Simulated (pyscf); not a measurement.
Thermochemistry of product channels of B–F [singlet] + water (H₂O) on the singlet surface, in kcal/mol, from ωB97M-D3(BJ)/def2-TZVP energies (ideal gas, 1 atm, RRHO with modes under 100 cm⁻¹ raised to 100, one conformer, R ln 2 for rigid chiral ones). Structures and frequencies: ωB97X-D3(BJ)/def2-SVP in PySCF.

```json
[
 {"products": "O=B–F + hydrogen (H₂)", "ΔE": "-53.6", "ΔH(298 K)": "-56.8", "ΔG(298 K)": "-54.4", "ΔG(900 K)": "-50.4"},
 {"products": "HO–BH–F", "ΔE": "-85.8", "ΔH(298 K)": "-83.8", "ΔG(298 K)": "-74.1", "ΔG(900 K)": "-54.1"},
 {"products": "B–OH [singlet] + hydrogen fluoride (HF)", "ΔE": "+7.6", "ΔH(298 K)": "+6.5", "ΔG(298 K)": "+6.2", "ΔG(900 K)": "+5.1"}
]
```

These are energies of the channels, which say nothing of barriers. B–OH [singlet] lies 44.5 kcal/mol over its isomer HB=O, and others may lie lower still (electronic energy, ωB97M-D3(BJ)).
